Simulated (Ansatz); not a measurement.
**Multireference treatment of C2H5NO, singlet**

Calculated in Ansatz's Gaussian-basis code. Basis cc-pVTZ, nonrelativistic, no frozen core. State-specific CASSCF; RHF is the lowest restricted (open-shell) Hartree–Fock solution met. No symmetry is imposed, so a solution can break that of the shape. Lower solutions, or ones in other orbitals, may exist.

Geometry:

```json
{"atom": "O", "x (Å)": "0.4052", "y (Å)": "1.3314", "z (Å)": "0.0106"}
{"atom": "C", "x (Å)": "0.0588", "y (Å)": "0.1419", "z (Å)": "-0.0046"}
{"atom": "N", "x (Å)": "0.9902", "y (Å)": "-0.8936", "z (Å)": "-0.0612"}
{"atom": "C", "x (Å)": "-1.3532", "y (Å)": "-0.2928", "z (Å)": "-0.0071"}
{"atom": "H", "x (Å)": "0.7208", "y (Å)": "-1.8309", "z (Å)": "0.1561"}
{"atom": "H", "x (Å)": "-2.0061", "y (Å)": "0.5928", "z (Å)": "-0.1594"}
{"atom": "H", "x (Å)": "-1.5537", "y (Å)": "-1.0518", "z (Å)": "-0.7855"}
{"atom": "H", "x (Å)": "-1.6169", "y (Å)": "-0.7287", "z (Å)": "0.9582"}
{"atom": "H", "x (Å)": "1.9436", "y (Å)": "-0.6440", "z (Å)": "0.0995"}
```

Q: What do CASSCF and its corrections give against RHF in CAS(6,4), and what are the occupations?

A: CASSCF -0.791 eV, SC-NEVPT2 -22.561 eV; occupations 2.00, 2.00, 1.94, 0.06.

Q: Roughly how much CPU time does a whole run from the default start take (median of such runs, summed over threads; nearly all runs on one pinned thread of a shared server, mostly Xeon at 2.3 to 2.6 GHz, by a development driver)?

A: CAS(6,4): about 16 s. Other jobs ran beside these, and the count of passes differs.
